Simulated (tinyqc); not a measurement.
A ladder of methods, and size consistency: correlation methods against full CI in the sto-3g basis, for HF, spin multiplicity 1. Computed by the program tinyqc with PySCF. 

Geometry (angstrom):
```
atom,x,y,z
F,0.0000,0.0000,0.0000
H,0.0000,0.0000,0.8640
```

RHF energy of one = -98.559816 hartree

All electrons correlated; +Q is the Davidson correction (1 - c0^2) E_corr. The last columns treat two copies 100 angstrom apart as one system. FCI is the lowest singlet.

Correlation energies (hartree):
```
method,E_corr of one,share of FCI (%),E_corr of two at 100 angstrom,two minus twice one (mhartree)
MP2,-0.015142,68.6564,-0.030284,0.0000
CISD,-0.022055,100.0000,-0.043605,0.5052
CISD+Q,-0.022314,101.1730,-0.044591,0.0359
CCSD,-0.022055,100.0000,-0.044110,0.0000
CCSD(T),-0.022055,100.0000,-0.044110,0.0000
FCI,-0.022055,100.0000,-,-
```

MP2 recovers 69 %, CISD 100.0 % and CCSD 100.0 % of the FCI value (c0^2 = 0.988 in CISD). MP2 and coupled cluster are size consistent, so their last column vanishes; CISD loses 0.51 mhartree, since a double excitation on each copy is a quadruple of the pair, and the Davidson correction leaves +0.04. With two electrons, or one virtual orbital, CISD and CCSD are exact for one copy, so +Q overshoots there.
